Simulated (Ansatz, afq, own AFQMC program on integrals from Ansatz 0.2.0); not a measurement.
Where AFQMC and coupled cluster stand for SiI3F, singlet

```csv
atom,x (Å),y (Å),z (Å)
F,-0.6920,-0.0239,1.5679
Si,-0.0351,-0.0153,0.0930
I,1.7306,-1.6760,0.0782
I,-1.7906,-0.5709,-1.4834
I,0.8370,2.2125,-0.2971
```

Connectivity, by distances: F–Si(–I)(–I)–I.

Basis def2-SVP with its core potentials. Only valence electrons are correlated. Integrals, coupled cluster, full CI and functionals: Ansatz 0.2.0; the random walks run on the same integrals in our own AFQMC program. ph-AFQMC/CISD is guided by a CISD state made of CCSD amplitudes; releasing the constraint for a short imaginary time cuts its bias at the price of noise, slowly where states lie close. Uncertainties: one standard error, sampling alone. No spin–orbit coupling.

Determinant: RHF, the one that the program's search chose, which needn't be the lowest solution. The geometry is a PBE0/def2-SVP stationary point of this or a neighbouring charge and spin state.

No full CI on the walks' own integrals is used here. The released AFQMC energy serves as the reference, which it does only where one determinant dominates, the energy is flat over the last release times and near the phaseless one (40 meV or 2 meV an electron, half that with transition metals). On small molecules, where full CI could be run and the noise was under 10 meV, such values lay within 10 meV of it in 19 cases of 20, a flattering rate, since the rule was set on those same cases; what remains of the bias isn't in the error bar.

Cautions: no spin-orbit coupling; inner d shell frozen; the released value is read at 0.90 1/Eh with a noise of 11 meV, more than in the cases checked (meV from the phaseless value at times in 1/Eh: -2 ± 7 at 0.21, -1 ± 8 at 0.42, -5 ± 11 at 0.63, 5 ± 11 at 0.90).

```
T1 diagnostic                               : 0.0117
weight of the determinant in the CISD state : 0.781
size of the correlated space                : 32 electrons in 77 orbitals
```

Task: Estimate: order these by the size of their error in total energy against AFQMC with the constraint released, smallest first.
A. MP2
B. CCSD(T)
C. CCSD
D. phaseless AFQMC with a CISD trial

Result: D (0.5 ± 1.4 kJ/mol), B (5.9 ± 1.1 kJ/mol), C (44.1 ± 1.1 kJ/mol), A (118.2 ± 1.1 kJ/mol).

Reference: AFQMC with the constraint released, correlation energy -16.596 ± 0.011 eV.

Released energies are given only where the last usable release times agree within the noise; a slower fall can still hide under it.
